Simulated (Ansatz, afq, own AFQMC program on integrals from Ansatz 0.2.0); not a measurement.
Two steps: Ansatz 0.2.0 writes the Fock matrix and Cholesky factors of the valence space, and afq projects on them the lowest state that overlaps trial and start.

```yaml
crystal:
  periodic: [false, false, false]
  atoms:
    - {symbol: Si, position_ang: [0.000000, 0.000000, 0.000000]}
    - {symbol: P, position_ang: [0.000000, 0.000000, 2.343000]}
basis:
  gaussian: {orbitals: 6-31G}
magnetization: {spin_polarized: true, initial_magnetization: 3}
correlation: {method: ccsd_t, electrons: outside_noble_gas, hamiltonian_folder: ham}
```

```sh
$ ansatz run in.yaml --threads 1 --pin off --events-out ev --progress --plain --max-ram 16896MiB --backend cuda --devices 0, --max-vram 18GiB
```

Options of the walk:

```
--method phaseless --trial hf --walkers 4000 --populations 20 --least-time 40 --time-step 0.005 --steps-per-block 20 --equilibration-blocks 112 --max-blocks 4000 --target-error 0.0009000 --factor-cut 1e-05 --start spin_pure --seed 3295 --taylor-order 6
```

Times are imaginary, in 1/Eh. The walk had a cap of 49 s. With eight or more populations the least sampling time is a fifth of least-time, and the error comes from their spread.

Output of the walk:

```
orbitals 16  electrons 6 3  factors 88 of 280
reference energy -629.50445075 Eh
CCSD correlation -0.06834793 Eh in 12 cycles, weight of the determinant in the CISD state 0.9194
energy of the start -629.504748 Eh
 block  time / (1/Eh)  mean weight  energy / Eh
     1     0.100  1.0001  -629.511702
     2     0.200  1.0001  -629.517635
     3     0.300  1.0002  -629.523117
     4     0.400  1.0003  -629.528011
     5     0.500  1.0002  -629.532521
     8     0.800  1.0001  -629.543043
    13     1.300  1.0002  -629.554263
    25     2.500  1.0001  -629.568226
    37     3.700  1.0001  -629.571795
    49     4.900  1.0000  -629.572981
    61     6.100  1.0000  -629.575260
    73     7.300  0.9999  -629.573043
    85     8.500  0.9999  -629.573980
    97     9.700  0.9998  -629.572205
   109    10.900  0.9999  -629.572608
   121    12.100  1.0000  -629.573910
   133    13.300  1.0000  -629.577501
   145    14.500  1.0001  -629.574620
   157    15.700  1.0001  -629.572415
   169    16.900  0.9997  -629.572476
   181    18.100  0.9999  -629.571155
   189    18.900  1.0002  -629.574429
error from the spread of 20 populations
energy -629.574117 +/- 0.000548 Eh
(rows thinned)
```

The run passed its tests (sampling time, drift between the halves within three errors, error under three times the target), which doesn't prove that it has relaxed. The second half of the sampling lies above the first by 1.7 errors of their difference, so the energy may still be moving and its error bar be too small.

Against this walk (error 14.9 meV) on the same determinant: CCSD(T) 3.0 meV lower (within the noise), CCSDT(Q) 21.8 meV lower (within the noise), CCSDTQ 22.4 meV lower (within the noise), full CI (a separate run on its own orbitals, whose frozen core shifts it by up to a few meV) 22.5 meV lower (within the noise), a separate phaseless walk with a CISD trial and standard settings 17.2 ± 15.1 meV lower (within the noise). The error is statistical and leaves out the bias of the constraint.

Cautions: constraint bias not in the error; lower spins were not checked; a state of other symmetry lies lower (by 318 meV); full CI with its own frozen core.

The walk took 16 s on 1 × NVIDIA H100 80GB HBM3 with 2 threads of AMD EPYC 7R13 Processor (Zen 3) (shared host) (the card was shared). The log's last line is the phaseless energy.

CCSDT and higher add their correlation energy to the determinant of the CCSD(T) run, since their own runs factorise the integrals more tightly (a shift of under 2 meV). A walk keeps the symmetry of its determinant, which the program's search chose and which needn't be the lowest solution, so a lower state of the same spin and another symmetry isn't excluded.
